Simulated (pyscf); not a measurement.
PySCF, gas phase, ωB97X-D3(BJ)/def2-SVP geometries.

Q: Estimate by transition-state theory the rate constant of •O–SiH₃ + F–CH₂–F → silanol (HO–SiH₃) + F–CH•–F (doublet surface; C–H broken, H–O formed) at 600 K, with ωB97M-D3(BJ)/def2-TZVP energies (ideal gas, 1 atm, RRHO with modes under 100 cm⁻¹ raised to 100, one conformer, R ln 2 for chiral ones without a mode under 150 cm⁻¹; no tunnelling).

A: The electronic barrier is 3.1 kcal/mol and the thermal terms add +18.9, so ΔG‡ = 22.1 kcal/mol. With k_BT/h = 1.25e+13 s⁻¹ and RT = 1.192 kcal/mol, and a volume of 8.18e-20 cm³ per molecule at 1 atm, k = 9.2e-15 cm³ molecule⁻¹ s⁻¹. Wigner's tunnelling factor for 866i cm⁻¹ would be 1.18. A shift of 1 kcal/mol in the barrier changes k by a factor 2.3. •O–SiH₃ lies 24.9 kcal/mol over its isomer HO–SiH₂• (electronic energy, ωB97M-D3(BJ)). One saddle was located; it need not be the lowest between these sides. The angle at the transferred H is 163°. The orbital near-degeneracy of the XH₃O or XH₃S radical is left out.
